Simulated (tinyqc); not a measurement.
Inside a calculation. Method: RKS/BLYP in the sto-3g basis, for BH2+, spin multiplicity 1. One step of it, computed by the program tinyqc.

Question. Iteration 2: building the Kohn-Sham matrix. J_ij = sum D_kl (ij|kl); F = H + J + V_xc; E = tr D H + tr D J / 2 + E_xc + E_nn.

D after iteration 1:
```
            1B 1s     1B 2s    1B 2px     1B 2py     1B 2pz      2H 1s      3H 1s
1B 1s    1.979982  0.014604  0.000000   0.000000  -0.011188  -0.161345  -0.161345
1B 2s    0.014604  0.185972  0.000000   0.000000   0.019728   0.361241   0.361241
1B 2px   0.000000  0.000000  0.000000   0.000000   0.000000   0.000000   0.000000
1B 2py   0.000000  0.000000  0.000000   0.076398   0.000000   0.251587  -0.251587
1B 2pz  -0.011188  0.019728  0.000000   0.000000   0.002175   0.039542   0.039542
2H 1s   -0.161345  0.361241  0.000000   0.251587   0.039542   1.548384  -0.108625
3H 1s   -0.161345  0.361241  0.000000  -0.251587   0.039542  -0.108625   1.548384
```

core Hamiltonian H = T + V (hartree):
```
             1B 1s      1B 2s     1B 2px     1B 2py     1B 2pz      2H 1s      3H 1s
1B 1s   -12.943729  -3.355025   0.000000   0.000000  -0.006119  -0.269748  -0.269748
1B 2s    -3.355025  -4.032543   0.000000   0.000000  -0.060974  -0.846458  -0.846458
1B 2px    0.000000   0.000000  -3.200073   0.000000   0.000000   0.000000   0.000000
1B 2py    0.000000   0.000000   0.000000  -3.298758   0.000000  -0.841512   0.841512
1B 2pz   -0.006119  -0.060974   0.000000   0.000000  -3.212626  -0.305103  -0.305103
2H 1s    -0.269748  -0.846458   0.000000  -0.841512  -0.305103  -2.185873  -0.046345
3H 1s    -0.269748  -0.846458   0.000000   0.841512  -0.305103  -0.046345  -2.185873
```

Two-electron integrals (ij|kl) in chemists' order, unique and non-zero (hartree):
```
(11|11) 2.923513    (21|11) 0.518376    (21|21) 0.109262    (22|11) 0.744229
(22|21) 0.193177    (22|22) 0.544804    (31|31) 0.020264    (32|31) 0.029996
(32|32) 0.120346    (33|11) 0.742491    (33|21) 0.193240    (33|22) 0.544682
(33|33) 0.586773    (41|41) 0.020264    (42|41) 0.029996    (42|42) 0.120346
(43|43) 0.031630    (44|11) 0.742491    (44|21) 0.193240    (44|22) 0.544682
(44|33) 0.523513    (44|44) 0.586773    (51|51) 0.020264    (52|51) 0.029996
(52|52) 0.120346    (53|53) 0.031630    (54|54) 0.031630    (55|11) 0.742491
(55|21) 0.193240    (55|22) 0.544682    (55|33) 0.523513    (55|44) 0.523513
(55|55) 0.586773    (61|11) 0.040942    (61|21) 0.008601    (61|22) 0.015270
(61|33) 0.015209    (61|41) 0.000567    (61|42) 0.001054    (61|44) 0.015379
(61|51) 0.000202    (61|52) 0.000376    (61|54) 0.000060    (61|55) 0.015231
(61|61) 0.000697    (62|11) 0.126793    (62|21) 0.033584    (62|22) 0.108213
(62|33) 0.104927    (62|41) 0.003410    (62|42) 0.023132    (62|44) 0.113570
(62|51) 0.001216    (62|52) 0.008250    (62|54) 0.003083    (62|55) 0.106027
(62|61) 0.002818    (62|62) 0.033964    (63|31) 0.002911    (63|32) 0.014602
(63|43) 0.004018    (63|53) 0.001433    (63|63) 0.003113    (64|11) 0.124632
(64|21) 0.033380    (64|22) 0.113193    (64|33) 0.107537    (64|41) 0.005660
(64|42) 0.035727    (64|44) 0.123378    (64|51) 0.000981    (64|52) 0.007534
(64|54) 0.004217    (64|55) 0.108530    (64|61) 0.002893    (64|62) 0.041113
(64|64) 0.051862    (65|11) 0.044450    (65|21) 0.011905    (65|22) 0.040371
(65|33) 0.038353    (65|41) 0.000981    (65|42) 0.007534    (65|44) 0.041137
(65|51) 0.003260    (65|52) 0.017289    (65|54) 0.005011    (65|55) 0.041573
(65|61) 0.001032    (65|62) 0.014663    (65|64) 0.017386    (65|65) 0.009314
(66|11) 0.310736    (66|21) 0.083638    (66|22) 0.305474    (66|33) 0.290097
(66|41) 0.008406    (66|42) 0.078902    (66|44) 0.330614    (66|51) 0.002998
(66|52) 0.028141    (66|54) 0.014450    (66|55) 0.295251    (66|61) 0.007046
(66|62) 0.134210    (66|64) 0.174614    (66|65) 0.062276    (66|66) 0.774606
(71|11) 0.040942    (71|21) 0.008601    (71|22) 0.015270    (71|33) 0.015209
(71|41) -0.000567   (71|42) -0.001054   (71|44) 0.015379    (71|51) 0.000202
(71|52) 0.000376    (71|54) -0.000060   (71|55) 0.015231    (71|61) 0.000663
(71|62) 0.002550    (71|64) 0.002457    (71|65) 0.000944    (71|66) 0.006358
(71|71) 0.000697    (72|11) 0.126793    (72|21) 0.033584    (72|22) 0.108213
(72|33) 0.104927    (72|41) -0.003410   (72|42) -0.023132   (72|44) 0.113570
(72|51) 0.001216    (72|52) 0.008250    (72|54) -0.003083   (72|55) 0.106027
(72|61) 0.002550    (72|62) 0.018683    (72|64) 0.017951    (72|65) 0.007949
(72|66) 0.053717    (72|71) 0.002818    (72|72) 0.033964    (73|31) 0.002911
(73|32) 0.014602    (73|43) -0.004018   (73|53) 0.001433    (73|63) 0.001422
(73|73) 0.003113    (74|11) -0.124632   (74|21) -0.033380   (74|22) -0.113193
(74|33) -0.107537   (74|41) 0.005660    (74|42) 0.035727    (74|44) -0.123378
(74|51) -0.000981   (74|52) -0.007534   (74|54) 0.004217    (74|55) -0.108530
(74|61) -0.002457   (74|62) -0.017951   (74|64) -0.016554   (74|65) -0.007541
(74|66) -0.052119   (74|71) -0.002893   (74|72) -0.041113   (74|74) 0.051862
(75|11) 0.044450    (75|21) 0.011905    (75|22) 0.040371    (75|33) 0.038353
(75|41) -0.000981   (75|42) -0.007534   (75|44) 0.041137    (75|51) 0.003260
(75|52) 0.017289    (75|54) -0.005011   (75|55) 0.041573    (75|61) 0.000944
(75|62) 0.007949    (75|64) 0.007541    (75|65) 0.004728    (75|66) 0.023468
(75|71) 0.001032    (75|72) 0.014663    (75|74) -0.017386   (75|75) 0.009314
(76|11) 0.006494    (76|21) 0.001710    (76|22) 0.005370    (76|33) 0.005263
(76|44) 0.005405    (76|51) 0.000124    (76|52) 0.000795    (76|55) 0.005438
(76|61) 0.000137    (76|62) 0.001241    (76|64) 0.001331    (76|65) 0.000595
(76|66) 0.003998    (76|71) 0.000137    (76|72) 0.001241    (76|74) -0.001331
(76|75) 0.000595    (76|76) 0.000064    (77|11) 0.310736    (77|21) 0.083638
(77|22) 0.305474    (77|33) 0.290097    (77|41) -0.008406   (77|42) -0.078902
(77|44) 0.330614    (77|51) 0.002998    (77|52) 0.028141    (77|54) -0.014450
(77|55) 0.295251    (77|61) 0.006358    (77|62) 0.053717    (77|64) 0.052119
(77|65) 0.023468    (77|66) 0.165261    (77|71) 0.007046    (77|72) 0.134210
(77|74) -0.174614   (77|75) 0.062276    (77|76) 0.003998    (77|77) 0.774606
```

nuclear repulsion = 3.27848001 hartree

V_xc (hartree):
```
            1B 1s      1B 2s     1B 2px     1B 2py     1B 2pz      2H 1s      3H 1s
1B 1s   -1.879025  -0.272808   0.000000   0.000000  -0.000724  -0.021712  -0.021712
1B 2s   -0.272808  -0.309666   0.000000   0.000000  -0.021929  -0.088648  -0.088648
1B 2px   0.000000   0.000000  -0.282797   0.000000   0.000000   0.000000   0.000000
1B 2py   0.000000   0.000000   0.000000  -0.350324   0.000000  -0.108350   0.108350
1B 2pz  -0.000724  -0.021929   0.000000   0.000000  -0.288952  -0.039077  -0.039077
2H 1s   -0.021712  -0.088648   0.000000  -0.108350  -0.039077  -0.496857  -0.003476
3H 1s   -0.021712  -0.088648   0.000000   0.108350  -0.039077  -0.003476  -0.496857
```

E_xc = sum of w rho eps_xc = -4.37736658 hartree

Give: Coulomb J; Kohn-Sham matrix F; total energy of this density.

Answer.

Coulomb J (hartree):
```
         1B 1s   1B 2s  1B 2px   1B 2py  1B 2pz   2H 1s    3H 1s
1B 1s   7.2505  1.4178  0.0000   0.0000  0.0131  0.1124   0.1124
1B 2s   1.4178  2.8349  0.0000   0.0000  0.1130  0.6399   0.6399
1B 2px  0.0000  0.0000  2.7715   0.0000  0.0000  0.0000   0.0000
1B 2py  0.0000  0.0000  0.0000   2.9305  0.0000  0.7069  -0.7069
1B 2pz  0.0131  0.1130  0.0000   0.0000  2.7906  0.2617   0.2617
2H 1s   0.1124  0.6399  0.0000   0.7069  0.2617  2.4082   0.0299
3H 1s   0.1124  0.6399  0.0000  -0.7069  0.2617  0.0299   2.4082
```

Kohn-Sham matrix F (hartree):
```
          1B 1s    1B 2s   1B 2px   1B 2py   1B 2pz    2H 1s    3H 1s
1B 1s   -7.5723  -2.2101   0.0000   0.0000   0.0063  -0.1791  -0.1791
1B 2s   -2.2101  -1.5073   0.0000   0.0000   0.0301  -0.2952  -0.2952
1B 2px   0.0000   0.0000  -0.7114   0.0000   0.0000   0.0000   0.0000
1B 2py   0.0000   0.0000   0.0000  -0.7185   0.0000  -0.2430   0.2430
1B 2pz   0.0063   0.0301   0.0000   0.0000  -0.7109  -0.0825  -0.0825
2H 1s   -0.1791  -0.2952   0.0000  -0.2430  -0.0825  -0.2746  -0.0200
3H 1s   -0.1791  -0.2952   0.0000   0.2430  -0.0825  -0.0200  -0.2746
```

total energy of this density = -24.432406 hartree
